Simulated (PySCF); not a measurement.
Orbital energies and ionisation energy

Species: 2-methyl-2-butene, C₅H₁₀.
Atom-mapped SMILES: `[CH3:1][CH:2]=[C:3]([CH3:4])[CH3:5]` (hydrogens: H6, H7, H8 on C1; H9 on C2; H10, H11, H12 on C4; H13, H14, H15 on C5)

Cartesian coordinates in Å at the PBE0-D3(BJ)/def2-TZVP level; atoms count from 1:
```
atom  x, y, z in Å
C1     1.956   -0.535   -0.578
C2     0.752    0.342   -0.623
C3    -0.395    0.204    0.044
C4    -0.697   -0.905    1.001
C5    -1.506    1.193   -0.128
H6     2.197   -0.916   -1.575
H7     1.836   -1.392    0.085
H8     2.833    0.026   -0.240
H9     0.833    1.200   -1.288
H10   -1.584   -1.460    0.676
H11   -0.932   -0.501    1.992
H12    0.121   -1.615    1.113
H13   -1.240    1.980   -0.835
H14   -2.416    0.702   -0.487
H15   -1.762    1.663    0.828
```

Level: wB97X-D/aug-cc-pVTZ (PySCF). Frontier orbitals with their largest atomic shares (Löwdin; up to four atoms above 4 %):

| orbital | ε (eV) | main atoms |
| --- | --- | --- |
| HOMO−3 | -12.23 | C5 24 %, C4 14 %, H13 10 %, C2 10 % |
| HOMO−2 | -11.89 | C3 17 %, C2 17 %, C5 15 %, C1 15 % |
| HOMO−1 | -11.10 | C2 17 %, C3 16 %, C4 15 %, C5 12 % |
| HOMO | -8.42 | ? |
| LUMO | 0.88 | H11 12 %, H10 12 %, H15 10 %, H14 10 % |
| LUMO+1 | 1.02 | H6 22 %, H8 21 %, H15 12 %, H14 12 % |
| LUMO+2 | 1.11 | H13 21 %, H12 16 %, H9 15 %, H10 11 % |

Task: What vertical ionisation energy does ΔSCF give, and how far is −ε(HOMO) from it?

Result: ΔSCF: 8.64 eV (833 kJ/mol; threshold wavelength 144 nm); ⟨S²⟩ of the doublet left behind is 0.753, against 0.75 for a pure doublet. −ε(HOMO) is 8.42 eV, 0.22 eV below it. In exact Kohn–Sham theory the two would be equal; wB97X-D (range-separated hybrid) comes within 0.22 eV of that here. Holes in the HOMO−1 and HOMO−2 were tried too where these lie within 1.2 eV of the HOMO; the lowest converged state counts.

Task: On which atoms does the HOMO lie?

Result: C2 (alkene CH carbon) 31 %, C3 (fully substituted alkene carbon) 29 %, C1 (allylic carbon) 9 %, C5 (allylic carbon) 8 %, so no atom holds as much as 40 %. The HOMO−1 lies 2.68 eV lower.

Task: How many of the 10 lowest singlet excitations (vertical TDDFT, same level) lie below the ionisation energy?

Result: All 10; they run from 5.95 to 7.70 eV.

Task: With α = 65.3 au, estimate the like-pair dispersion coefficient by London's formula C6 = (3/4)α²I.

Result: I = 0.3175 Eh, so C6 ≈ 1010 au, a rough estimate.

Task: What kinetic energy would electrons from this vertical process carry with Lyman-α light (10.199 eV)?

Result: 10.20 − 8.64 = 1.56 eV.

Task: What total energies stand behind the ΔSCF value?

Result: E(N) = -196.54205 Eh and E(N − 1) = -196.22459 Eh at the same geometry, 0.31746 Eh apart.

Geometry: PBE0-D3(BJ)/def2-TZVP; no solvent, vibrations or thermal averaging.

The pairwise dispersion term of wB97X-D wasn't added to the energies; at a given geometry it leaves orbitals and properties as they are.
